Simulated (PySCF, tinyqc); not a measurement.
Worked calculation: RHF in the sto-3g basis, for CH2, spin multiplicity 1. This run ends on a higher stationary point, not on the lowest solution. The lowest restricted solution is unstable here: a spin-polarised one lies 0.0205 hartree lower (PySCF). One step of it, computed by the program tinyqc.

Problem. Iteration 1: diagonalisation and new density. Diagonalise F' = X^T F X, C = X C', fill 4 alpha and 4 beta electrons from the bottom; D = 2 C_occ C_occ^T; the new density keeps 0.2 of the old one (damping). Each column has its largest component positive (the first on a tie).

Fock matrix F (hartree):
```
            1C 1s      1C 2s    1C 2px     1C 2py     1C 2pz      2H 1s      3H 1s
1C 1s   -9.841291  -2.711552  0.000000  -0.000213   0.019448  -0.405896  -0.391226
1C 2s   -2.711552  -0.866577  0.000000  -0.002225  -0.232227  -0.331683  -0.323265
1C 2px   0.000000   0.000000  0.294982   0.000000   0.000000   0.000000   0.000000
1C 2py  -0.000213  -0.002225  0.000000   0.186116  -0.001430  -0.141007   0.138392
1C 2pz   0.019448  -0.232227  0.000000  -0.001430   0.625240  -0.110015  -0.108280
2H 1s   -0.405896  -0.331683  0.000000  -0.141007  -0.110015  -0.057518  -0.088234
3H 1s   -0.391226  -0.323265  0.000000   0.138392  -0.108280  -0.088234  -0.055614
```

X:
```
            1C 1s      1C 2s    1C 2px     1C 2py     1C 2pz      2H 1s      3H 1s
1C 1s    1.026208  -0.144082  0.000000  -0.000230  -0.009022   0.021752   0.021349
1C 2s   -0.144082   1.152010  0.000000   0.002585   0.077881  -0.224953  -0.217949
1C 2px   0.000000   0.000000  1.000000   0.000000   0.000000   0.000000   0.000000
1C 2py  -0.000230   0.002585  0.000000   1.086197   0.001411  -0.188071   0.183363
1C 2pz  -0.009022   0.077881  0.000000   0.001411   1.047474  -0.137340  -0.133768
2H 1s    0.021752  -0.224953  0.000000  -0.188071  -0.137340   1.132349  -0.016085
3H 1s    0.021349  -0.217949  0.000000   0.183363  -0.133768  -0.016085   1.126026
```

D at the start:
```
            1C 1s      1C 2s    1C 2px     1C 2py     1C 2pz      2H 1s      3H 1s
1C 1s    2.120061  -0.498517  0.000000  -0.000945  -0.237160   0.073193   0.071749
1C 2s   -0.498517   2.061556  0.000000   0.005641   1.027883  -0.290995  -0.285067
1C 2px   0.000000   0.000000  2.000000   0.000000   0.000000   0.000000   0.000000
1C 2py  -0.000945   0.005641  0.000000   2.252174   0.004236  -0.255250   0.250269
1C 2pz  -0.237160   1.027883  0.000000   0.004236   0.512564  -0.145233  -0.141959
2H 1s    0.073193  -0.290995  0.000000  -0.255250  -0.145233   0.069828   0.011878
3H 1s    0.071749  -0.285067  0.000000   0.250269  -0.141959   0.011878   0.067407
```

overlap S:
```
           1C 1s     1C 2s    1C 2px     1C 2py    1C 2pz     2H 1s      3H 1s
1C 1s   1.000000  0.248362  0.000000   0.000000  0.000000  0.036108   0.034794
1C 2s   0.248362  1.000000  0.000000   0.000000  0.000000  0.364459   0.356490
1C 2px  0.000000  0.000000  1.000000   0.000000  0.000000  0.000000   0.000000
1C 2py  0.000000  0.000000  0.000000   1.000000  0.000000  0.302711  -0.297598
1C 2pz  0.000000  0.000000  0.000000   0.000000  1.000000  0.227604   0.223823
2H 1s   0.036108  0.364459  0.000000   0.302711  0.227604  1.000000   0.095452
3H 1s   0.034794  0.356490  0.000000  -0.297598  0.223823  0.095452   1.000000
```

Give: F' = X^T F X; orbital energies; coefficients C; D after iteration 1.

Solution.

F' = X^T F X (hartree):
```
         1        2       3        4        5        6        7
1  -9.6122  -1.5097  0.0000  -0.0004   0.0236  -0.0311  -0.0276
2  -1.5097  -0.2158  0.0000   0.0011  -0.1248  -0.2366  -0.2289
3   0.0000   0.0000  0.2950   0.0000   0.0000   0.0000   0.0000
4  -0.0004   0.0011  0.0000   0.3345   0.0009  -0.2305   0.2249
5   0.0236  -0.1248  0.0000   0.0009   0.7141  -0.1785  -0.1740
6  -0.0311  -0.2366  0.0000  -0.2305  -0.1785   0.1527  -0.0248
7  -0.0276  -0.2289  0.0000   0.2249  -0.1740  -0.0248   0.1442
```

orbital energies (hartree): MO1 -9.8496, MO2 -0.3162, MO3 -0.0781, MO4 0.2950, MO5 0.3698, MO6 0.5859, MO7 0.8056

coefficients C:
```
            MO1      MO2      MO3     MO4      MO5      MO6      MO7
1C 1s    0.9917  -0.2033  -0.0004  0.0000  -0.2235  -0.0062  -0.0110
1C 2s    0.0335   0.6416   0.0023  0.0000   1.0061   0.0300   0.1617
1C 2px   0.0000   0.0000   0.0000  1.0000   0.0000   0.0000   0.0000
1C 2py   0.0001   0.0045  -0.4612  0.0000  -0.0273   1.0173   0.0214
1C 2pz   0.0012   0.1885   0.0006  0.0000  -0.0571  -0.0197   1.0492
2H 1s   -0.0058   0.3274  -0.5170  0.0000  -0.6440  -0.6584  -0.4064
3H 1s   -0.0057   0.3211   0.5313  0.0000  -0.6674   0.6304  -0.3736
```

D after iteration 1:
```
          1C 1s    1C 2s  1C 2px   1C 2py   1C 2pz    2H 1s    3H 1s
1C 1s    2.0636  -0.2554  0.0000  -0.0012  -0.1068  -0.1008  -0.0995
1C 2s   -0.2554   1.0727  0.0000   0.0040   0.3992   0.2757   0.2743
1C 2px   0.0000   0.0000  2.0000   0.0000   0.0000   0.0000   0.0000
1C 2py  -0.0012   0.0040  0.0000   0.7908   0.0017   0.3328  -0.3397
1C 2pz  -0.1068   0.3992  0.0000   0.0017   0.1594   0.0692   0.0690
2H 1s   -0.1008   0.2757  0.0000   0.3328   0.0692   0.6131  -0.2688
3H 1s   -0.0995   0.2743  0.0000  -0.3397   0.0690  -0.2688   0.6301
```
